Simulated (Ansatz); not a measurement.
# C2H5FO2, SMILES OCC(O)F: a rigid torsion scan

With Ansatz's Python interface.

The cells in order, each with its output:

In [1]:
```python
import ansatz as az
from ase import Atoms

atoms = Atoms(["O", "C", "C", "O", "F", "H", "H", "H", "H", "H"], positions=[
    [-1.5295, -0.2852, -0.6321],
    [-0.5021, -0.8608, 0.066],
    [0.5592, 0.1565, 0.3981],
    [1.0088, 0.9235, -0.7381],
    [0.1355, 1.0528, 1.2915],
    [-1.1562, 0.3897, -1.2776],
    [-0.0685, -1.6371, -0.5806],
    [-0.8669, -1.2996, 0.9651],
    [1.4863, -0.309, 0.8677],
    [1.0164, 1.818, -0.3569],
])
```

In [2]:
```python
# start the scan from a relaxed geometry
first = (
    az.Crystal.molecule_from_ase(atoms).calculation()
    .basis(gaussian="6-31G*")
    .functional("r2scan0")
    .relax(force_tolerance=0.02, max_steps=80)
)
atoms.positions = first.run(threads=1, backend="cpu").report["positions_ang"]
```

In [3]:
```python
start = atoms.get_dihedral(3, 2, 1, 0)
energies = {}
for turn in range(0, 360, 30):
    turned = atoms.copy()
    turned.set_dihedral(3, 2, 1, 0, start + turn, indices=[0, 1, 5, 6, 7])
    base = (
        az.Crystal.molecule_from_ase(turned).calculation()
        .basis(gaussian="6-31G*")
        .functional("r2scan0")
    )
    energies[round((start + turn) % 360)] = base.run(threads=1, backend="cpu").report["free_energy_ev"]
floor = min(energies.values())
print("dihedral O3-C2-C1-O0 (deg)   E - E(min) (kJ/mol)")
for angle, e in sorted(energies.items()):
    print(f"{angle:8d} {96.485332 * (e - floor):14.3f}  " + "#" * int(30 * (e - floor) / max(max(energies.values()) - floor, 1e-9)))
```
```text
dihedral O3-C2-C1-O0 (deg)   E - E(min) (kJ/mol)
       6         31.601  ##############################
      36         24.418  #######################
      66         17.147  ################
      96         25.059  #######################
     126         26.491  #########################
     156         10.795  ##########
     186          0.000
     216         12.135  ###########
     246         24.141  ######################
     276         12.502  ###########
     306          0.631
     336         14.733  #############
```

The scan is rigid and the energies are electronic, in a modest basis. With rigid groups the curve can differ much from the relaxed path, the start wasn't checked as a minimum of this torsion, and equivalent turns needn't return to the same energy. Finished in 2.1 min on 1 thread of Arm Neoverse V2, on a shared host, peak memory 0.26 GiB.
